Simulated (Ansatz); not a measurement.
System: hydrogen fluoride, HF, charge 0, multiplicity 1. SMILES: F
Geometry: optimised at B3LYP-D3(BJ)/def2-TZVP (Ansatz, an electronic-structure program).

Computed values are from Ansatz. Correlated levels leave the core frozen unless marked. Open shells are spin-unrestricted. Spin-orbit coupling is left out. Non-relativistic. Basis-set limits of correlation are two-point, X^-3; Hartree-Fock from the larger set (for Q and 5 zeta extrapolated as (X+1)exp(-9√X)).

Task: What is the dipole moment at CCSD(T)/aug-cc-pVDZ?

Result: 1.80 D.

Task: What is the T1 diagnostic at CCSD/cc-pV5Z?

Result: 0.008.

Task: What is the total energy at CCSD(T)/CBS(cc-pVQZ,cc-pV5Z)?

Result: -100.3953 Eh.

Task: What is the atomisation energy De at CCSD(T)/CBS(cc-pVQZ,cc-pV5Z)?

Result: 141.7 kcal/mol.

Task: What is the vertical ionisation energy (to the doublet) at CCSD(T)/CBS(aug-cc-pVTZ,aug-cc-pVQZ)?

Result: 16.25 eV.
